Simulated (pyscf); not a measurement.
This saddle point was located with ωB97X-D3(BJ)/def2-SVP in PySCF.

```
Si
H 1 1.4802
H 1 1.4888 2 110.84
H 1 1.4959 2 105.71 3 118.57
As 1 2.4177 2 140.12 4 113.32
H 5 1.5066 1 112.67 2 78.23
H 5 1.5079 6 98.71 1 120.32
Si 6 2.6276 5 79.15 7 65.41
H 8 1.5269 6 123.98 5 -0.46
H 8 1.5361 9 93.90 2 -18.47
```
Charge 0, spin multiplicity 1.

Surface: singlet, charge 0. Lowest wavenumbers (cm⁻¹): 256i, 119, 196, 260, 339.

Q: Which two sides does it connect, and which bonds change?

A: H₃Si–AsH₂ (SMILES [SiH3][AsH2]) + SiH₂ (SMILES [SiH2]) [singlet] <-> H₃Si–SiH₂–AsH₂ (SMILES [SiH3][SiH2][AsH2]), an insertion read from left to right: As–Si broken and As–Si, Si–Si formed. At CCSD(T)/def2-TZVPP + ΔMP2(QZVPP) it lies +0.17 eV from the left side and +2.66 eV from the right (each side as separated species at their lowest minima found). On the reactant side the descent ends in an adduct with a H–Si contact, 0.57 eV under the separated species and 0.46 eV under the saddle at ωB97X-D3(BJ)/def2-TZVP. On the product side the descent ends in another minimum, of other shape or electronic state, 1.92 eV over the lowest minimum found and 0.76 eV under the saddle at ωB97X-D3(BJ). At ωB97X-D3(BJ) the barrier from the zero used here is -0.12 eV. H₃Si–SiH₂–AsH₂ lies 0.32 eV over its isomer H₃Si–AsH–SiH₃, and others may lie lower still (electronic energy, ωB97M-D3(BJ)). This is the saddle that the search found; another between the same sides may lie lower. The CCSD(T) − MP2 part came from Ansatz, without density fitting, on the same reference. The frozen core leaves the outer d or s,p core shells of the metals and heavy elements correlated in the MP2 and CC values, and def2-TZVPP describes them poorly, which can shift differences by a few kcal/mol. Elements up to Kr have no core potential and no relativistic terms here.
